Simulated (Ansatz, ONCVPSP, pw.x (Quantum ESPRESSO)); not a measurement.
**From atom to crystal: ONCV potential for Pt**

| Quantity | Value |
| --- | --- |
| Element | platinum |
| Generator | ONCVPSP 4.0.1.1 (patched build) |
| Type | optimised norm-conserving Vanderbilt (ONCV) |
| Functional | PBE |
| Relativity | scalar-relativistic |
| Frozen core | [Kr] 4d10 4f14 |
| Valence charge | 18 |
| Reference configuration | 5s2 5p6 5d9 6s1 |
| Partial waves | 5s+6s: rc 1.80 bohr, ncon 4, nbas 7, qcut 7.9 1/bohr, 3 projectors, debl 2.2 Ha; 5p: rc 1.64 bohr, ncon 3, nbas 7, qcut 7.3 1/bohr, 3 projectors, debl 3.2 Ha; 5d: rc 1.38 bohr, ncon 4, nbas 8, qcut 6.7 1/bohr, 2 projectors, debl 1.6 Ha |
| Local potential | polynomial inside 1.22 bohr (lpopt 5, dvloc0 0 Ha) |
| Core correction | Teter function fitted to the true core (icmod 2), fcfact 0.25 |

Crystal test: fcc Pt in pw.x 7.5, no spin, 14³ k-points, Fermi–Dirac smearing 0.01 Ry, cutoffs 55/220 Ry. The lattice is a test structure that the element need not adopt, and mesh and smearing are coarse.

pw.x input:

```
&control
  calculation='scf', prefix='x', pseudo_dir='./', outdir='./tmp', tstress=.true., disk_io='none'
/
&system
  ibrav=0, nat=1, ntyp=1, ecutwfc=55, ecutrho=220, nbnd=17,
  occupations='smearing', smearing='fd', degauss=0.01
/
&electrons
  conv_thr=1e-09, mixing_beta=0.4, electron_maxstep=70
/
ATOMIC_SPECIES
Pt 1.0 Pt.UPF
CELL_PARAMETERS angstrom
  0.00000000 1.98488607 1.98488607
  1.98488607 0.00000000 1.98488607
  1.98488607 1.98488607 0.00000000
ATOMIC_POSITIONS crystal
Pt 0.0000 0.0000 0.0000
K_POINTS automatic
14 14 14 0 0 0
```

```bash
pw.x < Pt.scf.in > Pt.scf.out
```

Task: How does the run end?

Result: It converges; the pressure is -1.71 GPa against 0.53 GPa from all-electron LAPW.  The log shows:

```
     charge density cutoff     =     220.0000  Ry
     scf convergence threshold =      1.0E-09
     Exchange-correlation= PBE
     number of k points=   104  Fermi-Dirac smearing, width (Ry)=  0.0100
     iteration #  1     ecut=    55.00 Ry     beta= 0.40
     total energy              =    -262.11580779 Ry
     estimated scf accuracy    <       0.08154498 Ry
     iteration #  2     ecut=    55.00 Ry     beta= 0.40
     total energy              =    -262.12755220 Ry
     estimated scf accuracy    <       0.00274112 Ry
     iteration #  3     ecut=    55.00 Ry     beta= 0.40
     total energy              =    -262.12757970 Ry
     estimated scf accuracy    <       0.00065185 Ry
     iteration #  4     ecut=    55.00 Ry     beta= 0.40
     total energy              =    -262.12762241 Ry
     estimated scf accuracy    <       0.00000994 Ry
     iteration #  5     ecut=    55.00 Ry     beta= 0.40
     total energy              =    -262.12762539 Ry
     estimated scf accuracy    <       0.00000130 Ry
     iteration #  6     ecut=    55.00 Ry     beta= 0.40
     total energy              =    -262.12762547 Ry
     estimated scf accuracy    <       0.00000001 Ry
     iteration #  7     ecut=    55.00 Ry     beta= 0.40
     total energy              =    -262.12762547 Ry
     estimated scf accuracy    <          4.3E-09 Ry
     iteration #  8     ecut=    55.00 Ry     beta= 0.40
     the Fermi energy is    22.2911 ev
!    total energy              =    -262.12762547 Ry
     estimated scf accuracy    <          9.8E-12 Ry
     smearing contrib. (-TS)   =      -0.00679749 Ry
     The total energy is F=E-TS. E is the sum of the following terms:
     one-electron contribution =     -57.74909868 Ry
     hartree contribution      =      40.51128664 Ry
     xc contribution           =     -46.86402682 Ry
     ewald contribution        =    -198.01898912 Ry
     convergence has been achieved in   8 iterations
          total   stress  (Ry/bohr**3)                   (kbar)     P=      -17.13
     Message from routine punch:
     Nothing written, as per user request (disk_io='none')
```
